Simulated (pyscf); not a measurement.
PySCF, gas phase, ωB97X-D3(BJ)/def2-SVP geometries.

SMILES: [F][Mo]([F])([F])([F])([SH])[Cl]
```xyz
8

F     -2.1986     0.0099     0.0420
Mo    -0.6949     0.7798    -0.6484
F     -0.5376     1.5178     1.0355
F      1.0180     1.3750    -0.8542
F     -1.5004     2.3809    -1.0795
S     -1.1676     0.4275    -2.8998
Cl     0.1361    -1.3057    -0.8398
H     -1.7401     1.6235    -3.1421
```
Charge 0, spin multiplicity 1.

Problem. What is the homolytic dissociation enthalpy (298 K, ωB97M-D3(BJ)/def2-TZVP) of the Mo–S bond of `[F][Mo]([F])([F])([F])([SH])[Cl]`, to [F–Mo(F)(F)(F)–Cl]• + SH•?

Solution. Mo–S to [F–Mo(F)(F)(F)–Cl]• + SH•: 74.1 kJ/mol. The 7 functionals that were run give +66.7 (M06-2X) to +159.2 kJ/mol (PBE). The radicals are drawn with the spin at the cut bond; how far it spreads was not checked. Left out: the spin-orbit lowering of SH. Open-shell species with a d-block atom are single-reference here; other states, and whether the spin sits on metal or ligand, were not checked. Elements past Kr carry the def2 core potentials, without spin-orbit coupling.
